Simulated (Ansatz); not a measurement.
Total energies of B3H3⁻ (the lowest doublet isomer of a short search) from Ansatz at PBE-D4/def2-TZVPD, gas phase (1 Eh = 27.2114 eV = 2625.5 kJ/mol). The reference geometry is relaxed at r2SCAN-D4/def2-TZVPD.

| atom | x (Å) | y (Å) | z (Å) |
| --- | --- | --- | --- |
| B1 | -0.379 | -0.763 | 0.347 |
| B2 | -0.706 | 0.666 | -0.162 |
| B3 | 0.813 | 0.349 | -0.248 |
| H4 | -0.152 | -1.870 | 0.745 |
| H5 | -1.564 | 1.485 | -0.356 |
| H6 | 1.988 | 0.132 | -0.326 |

```tsv
state	geometry	energy (Eh)
charge -1 doublet	reference	-76.17948
charge 0 singlet	reference	-76.09834
charge -1 quartet	relaxed at r2SCAN-D4/def2-TZVPD	-76.08413
```

(1) Work out the vertical ionisation energy to the singlet.

(2) Which of the charge -1 states is lowest, and how far above it are the others?

(1) E(charge 0 singlet) − E(charge -1 doublet) = -76.09834 − (-76.17948) = 0.08114 Eh = 2.21 eV. For comparison, −ε of the highest occupied level of the spin that leaves is -0.81 eV at this level, 3.02 eV less.

(2) The doublet. quartet: -76.08413 − (-76.17948) = 0.09535 Eh = 250.3 kJ/mol.

At PBE-D4/def2-TZVPD the highest occupied level of the charge -1 doublet lies above zero (up to 0.81 eV). By energy differences its removal costs 2.21 eV (vertical, to the charge 0 singlet, at PBE-D4/def2-TZVPD); a positive level beside a positive removal energy at the same level points to self-interaction error. At PBE-D4/def2-TZVPD the highest occupied level of the charge -1 quartet lies above zero (up to 1.78 eV). It is a level of α spin, whose loss leaves a triplet; that state wasn't run at this geometry and level. The electron is either unbound and held by the finite basis, or the level is raised by self-interaction error. The restricted singlet is unstable towards broken spin symmetry in Hartree–Fock (as tested in another run); at PBE-D4/def2-TZVPD this wasn't settled. 

The structure comes from a short search, and lower isomers may exist.
